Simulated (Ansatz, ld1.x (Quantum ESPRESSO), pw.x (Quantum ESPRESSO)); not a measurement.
## gold (Au): one change to the PAW potential, in the atom and in the fcc crystal

ld1.x (Quantum ESPRESSO) 7.5 input, shortened:

```
&input
   title='Au', zed=79., rel=1, dft='PBESOL', iswitch=3,
   config='[Xe] 4f14 5d10 6s1 6p0'
 /
 &inputp
   pseudotype=3, lpaw=.true., tm=.true., lloc=-2, rcloc=1.65,
   nlcc=.true., new_core_ps=.true., rcore=0.80,
   which_augfun='PSQ', rmatch_augfun_nc=.true.
 /
6
5S  1  0   2.00   0.00  1.20  1.40  0.0
6S  2  0   1.00   0.00  1.20  1.40  0.0
5P  2  1   6.00   0.00  1.75  1.85  0.0
6P  3  1   0.00   0.00  1.75  1.85  0.0
5D  3  2  10.00   0.00  2.00  2.15  0.0
5D  3  2   0.00   4.25  2.00  2.15  0.0
 &test
   configts(1)='5s2 5p6 5d10 6s1 6p0'
 /
```

Change: wave 5d channel at 4.25 Ry: rcut 2.00, rcutus 2.15 bohr becomes 5d channel at -0.3 Ry: rcut 2.00, rcutus 2.15 bohr.

Cutoffs, loose and tight: the cutoffs (Ry, on a coarse ladder) from which the occupation-weighted sum of valence levels, in a spherical-Bessel basis at the reference potential, stays within 10 and 1 mRy of its value at 400 Ry. They do not see the model core or the augmentation charge, which bear on the density cutoff. Test errors are all-electron minus pseudo excitation energies from the reference, over the configurations 5s2 5p6 5d10 6s0 6p0; 5s2 5p6 5d9 6s0 6p0; 5s2 5p6 5d8 6s0 6p0; 5s2 5p6 5d10 6s0.5 6p0; 5s2 5p5 5d10 6s1 6p0; 5s2 5p6 5d7 6s0 6p0; 5s2 5p6 5d9 6s1 6p1; variants that change the core or the reference have their own tests.

Crystal test: fcc Au in pw.x 7.5, no spin, 14³ k-points, Fermi–Dirac smearing 0.01 Ry, cutoffs set for each file from its atomic test. The reference is all-electron LAPW (Ansatz 0.2.0) with the same functional, mesh and smearing; V0 and B0 come from Birch–Murnaghan fits to the pressures at five volumes. Errors are pseudo minus all-electron; Δ is the rms difference of the E(V) curves that follow from these fits, minima aligned, over ±6 % about the mean V0. Mesh and smearing are coarse, so the numbers serve the comparison and aren't converged zero-temperature values; the lattice is a test structure that the element need not adopt.

All-electron: a0 = 4.083 Å (V0 = 17.02 Å³/atom), B0 = 175.2 GPa.

Task: Does the change bring the crystal closer to the all-electron result?

Result: The mean pressure error goes from +2.71 to -0.06 GPa, so the change moves the solid closer to the all-electron pressures. At 80 % of its cutoff the pressure of the changed file moves by -0.48 GPa.

```csv
quantity,base,changed
outcome (atom),generated,generated
"cutoff, loose (atom)",35 Ry,35 Ry
"cutoff, tight (atom)",60 Ry,60 Ry
bound ghosts (atom),none,none
largest test error (meV) (atom),-105,-95
cutoffs in pw.x (Ry),75/600,75/600
a0 (Å),4.104,4.082
a0 error (%),+0.51,-0.01
B0 error (%),-2.2,+0.1
Δ (meV/atom),10.0,0.2
mean pressure error (GPa),+2.71,-0.06
```

Base: This is a poor potential for the solid. The atomic cutoffs weigh occupied waves only.
